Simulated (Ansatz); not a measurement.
## How far each method lies from full CI for SnH⁻, singlet

Geometry: a PBE0/def2-TZVPD stationary point for this spin. The triplet lies 0.8 eV lower here.

```xyz
2

Sn    0.0000    0.0000    0.0000
H     0.0000    0.0000    1.8060
```

Basis def2-SVPD with its core potentials; Ansatz 0.2.0. Correlated methods freeze the noble-gas cores and the filled d shells of p-block atoms, which leaves 6 electrons in 31 orbitals. R marks a restricted (for open shells ROHF) determinant, U an unrestricted one. Active spaces: valence = (6e, 5o) chosen from the atoms' valence shells. No spin–orbit coupling is included; scalar relativity enters through the core potentials alone.

Full CI is exact within this basis and frozen core; it isn't the basis-set limit. The frozen core follows each run's orbitals, which can shift R against U totals by a few meV for light atoms and by up to 0.1 eV past Ca.

The determinant fills πx and πy unequally, so it is a mixture of Σ and Δ, which weighs on every level built on one determinant.

- UHF ⟨S²⟩: 1.035
- T1 diagnostic (RCCSD): 0.0141
- largest doubles amplitude (RCCSD): 0.351

```tsv
level	E − E(full CI) (meV)	share of correlation (%)	wall time
RHF	3071	0.00	–
RMP2	979	68.13	–
CISD	457	85.13	0.9 s
RCCSD	268	91.27	–
RCCSD(T)	139	95.48	1.1 s
BCCD(T)	141	95.42	0.84 s
RCCSDT*	16	99.49	–
RCCSDT(Q)*	-4	100.14	2 s
RCCSDTQ*	0	99.99	21 s
CASSCF (valence space)	2199	28.39	–
NEVPT2 (valence space)	649	78.85	1.1 s
NEVPT4(SD) (valence space)	81	97.37	1.4 s
MRCISD (valence space)	129	95.81	–
MRCISD+Q (valence space)	-23	100.76	1.5 s
```

An asterisk marks runs whose energy the program itself flagged as in doubt.

The correlation energy at full CI, counted from RHF, is -3.071 eV. That run took 35 s on 1 thread of Arm Neoverse V1, shared host over 5,065,957 determinants.

Run but not shown, since their state, orbitals or frozen core can't be matched to the reference's or they repeat it: UHF, UMP2, UCCSD, UCCSD(T), UCCSDT, UCCSDT(Q).

Times hold each run's SCF and search for its determinant on a shared host, so for small cases they say little of a method's own cost; they ran on 1 thread of Arm Neoverse V1. Some runs computed forces too.

More than 5 meV below full CI, which no variational method can be: MRCISD+Q (valence space).

Unrestricted levels hold only the spin's projection, and here they fall towards a lower state of higher spin.

The full-CI state has the irrep A1 of C2v, in the program's axes (one component, if the state is degenerate).

Natural occupations of full CI about the gap: 1.952 1.919 1.003 0.953 0.047 0.024 0.016 0.015 0.013 0.011; effectively unpaired electrons, Σ n²(2−n)², 2.04. No single determinant describes this state well, so single-reference rows can miss without a flag.
